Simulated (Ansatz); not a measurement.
Molecule: N2H3 (charge -1, singlet). It need not be the lowest isomer of its formula. Whether it binds its extra electron was not tested at this geometry. 
Coordinates optimised at B3LYP-D3(BJ)/def2-TZVP (Ansatz, an electronic-structure program):
SMILES: N[NH-]
```xyz
5

N     -0.0117     0.8129     0.0953
N     -0.0002    -0.6760    -0.0870
H     -0.8151     1.0690    -0.4970
H     -0.0399    -1.0945     0.8481
H      0.9385    -0.9330    -0.4092
```
Charge -1, spin multiplicity 1.

Parts of the frozen-core correlation energy in cc-pVDZ (Ansatz, hartree). Frozen orbitals: 2; correlated occupied orbitals by spin: 7 and 7; virtual: 34 and 34. Spin-orbit coupling is left out. No relativistic terms.

```csv
term,value
reference (HF),-110.48652
MP2 opposite-spin,___
MP2 same-spin,-0.08636
CCSD correlation,___
(T),___
CCSDT minus CCSD(T),-0.00043
T1 diagnostic,0.009
largest doubles amplitude,0.042
```

Problem. What belongs in the gaps?

Solution. 
- MP2 opposite-spin, value: -0.26486
- CCSD correlation, value: -0.37391
- (T), value: -0.00937
